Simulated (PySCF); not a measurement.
Part of a log for thietane, `S1CCC1`: ground state, then the species with a core hole.

Method used: delta-SCF UKS SCAN, pcX-2 on the ionised atom, pcseg-1 elsewhere, spin-free X2C in PySCF 2.14.0. The program numbers atoms from 0. The cycles run on a coarse integration grid; for E(ground) and E(ion) the exchange–correlation energy is redone on a finer one, so they differ from the last cycle, and only they enter the binding energy.

Coordinates (Å, PBE0-D3(BJ)/def2-SVP):
```
C      0.106326     0.492769    -0.526594
C      1.065277    -0.174486     0.466662
S     -0.135963    -1.536758     0.762288
C     -1.153807    -0.225501    -0.030866
H      0.075701     1.594305    -0.504146
H      0.344327     0.175490    -1.552440
H      2.039579    -0.499353     0.074354
H      1.225994     0.414714     1.383198
H     -1.714086     0.345851     0.725755
H     -1.853365    -0.587015    -0.798206
```

```
ground state, core basis on atom 1 (C), 121 functions
  cycle   1  E = -517.04412297  |g| = 5.83e-02
  cycle   2  E = -517.04407418  |g| = 2.32e-02
  cycle   3  E = -517.04408105  |g| = 2.26e-02
  cycle   4  E = -517.04420528  |g| = 3.71e-03
  cycle   5  E = -517.04420879  |g| = 6.13e-04
  cycle   6  E = -517.04420856  |g| = 5.01e-05
  E(ground) = -517.06471175 Eh
hole in C 1s of atom 1
  cycle   1  E = -505.76431681  |g| = 1.51e+00
  cycle   2  E = -504.74137859  |g| = 2.03e+00
  cycle   3  E = -506.26026061  |g| = 4.12e-01
  cycle   4  E = -506.32511196  |g| = 1.66e-01
  ...
  cycle   9  E = -506.34136876  |g| = 1.76e-03
  cycle  10  E = -506.34137279  |g| = 6.34e-04
  cycle  11  E = -506.34137332  |g| = 2.68e-04
  E(ion) = -506.36264256 Eh   <S^2> = 0.7807   hole on atom = 1.000
```

What is the C 1s binding energy of atom 1?

(-506.362643 − (-517.064712)) Eh × 27.2114 eV/Eh = 291.22 eV, for the sp3 carbon bound to sulfur.

```
ground state, core basis on atom 2 (S), 132 functions
  cycle   1  E = -517.19089043  |g| = 4.06e-01
  cycle   2  E = -517.19054137  |g| = 5.29e-02
  cycle   3  E = -517.18909351  |g| = 8.91e-02
  cycle   4  E = -517.19128003  |g| = 5.90e-03
  cycle   5  E = -517.19128083  |g| = 2.56e-03
  cycle   6  E = -517.19128353  |g| = 2.06e-04
  E(ground) = -517.19766451 Eh
hole in S 1s of atom 2
  cycle   1  E = -424.96868495  |g| = 5.08e+00
  cycle   2  E = -425.20647228  |g| = 2.21e+00
  cycle   3  E = -425.54815826  |g| = 1.08e+00
  cycle   4  E = -426.08784939  |g| = 4.17e-01
  cycle   5  E = -426.16836814  |g| = 1.65e-01
  cycle   6  E = -426.18127571  |g| = 2.76e-02
  cycle   7  E = -426.18155054  |g| = 3.31e-03
  cycle   8  E = -426.18155488  |g| = 2.15e-03
  cycle   9  E = -426.18155693  |g| = 4.66e-04
  E(ion) = -426.17938225 Eh   <S^2> = 0.7517   hole on atom = 1.000
```

What is the S 1s binding energy of atom 2?

(-426.179382 − (-517.197665)) Eh × 27.2114 eV/Eh = 2476.73 eV, for the sulfide sulfur.

```
ground state, core basis on atom 0 (C), 121 functions
  cycle   1  E = -517.01159390  |g| = 3.28e-01
  cycle   2  E = -516.99221474  |g| = 4.35e-01
  cycle   3  E = -517.04203170  |g| = 6.80e-02
  cycle   4  E = -517.04315091  |g| = 2.98e-02
  cycle   5  E = -517.04341066  |g| = 9.29e-03
  cycle   6  E = -517.04343207  |g| = 1.12e-03
  cycle   7  E = -517.04343260  |g| = 6.65e-04
  cycle   8  E = -517.04343252  |g| = 8.59e-05
  E(ground) = -517.06432385 Eh
hole in C 1s of atom 0
  cycle   1  E = -505.78049031  |g| = 1.51e+00
  cycle   2  E = -505.00286394  |g| = 1.90e+00
  cycle   3  E = -506.28993127  |g| = 3.53e-01
  cycle   4  E = -506.33322386  |g| = 1.41e-01
  ...
  cycle   8  E = -506.34557714  |g| = 1.57e-03
  cycle   9  E = -506.34558001  |g| = 7.74e-04
  cycle  10  E = -506.34558056  |g| = 2.37e-04
  E(ion) = -506.36580235 Eh   <S^2> = 0.7702   hole on atom = 1.000
```

What is the C 1s binding energy of atom 0?

(-506.365802 − (-517.064324)) Eh × 27.2114 eV/Eh = 291.12 eV, for the four-membered-ring carbon.

The ground state is recomputed for each atom, because the flexible core basis sits on the ionised atom alone; energies of different blocks can't be mixed. Geometry: PBE0-D3(BJ)/def2-SVP; no solvent, vibrations or thermal averaging.
Labels such as C1 count atoms from 1, the log's own numbers from 0.
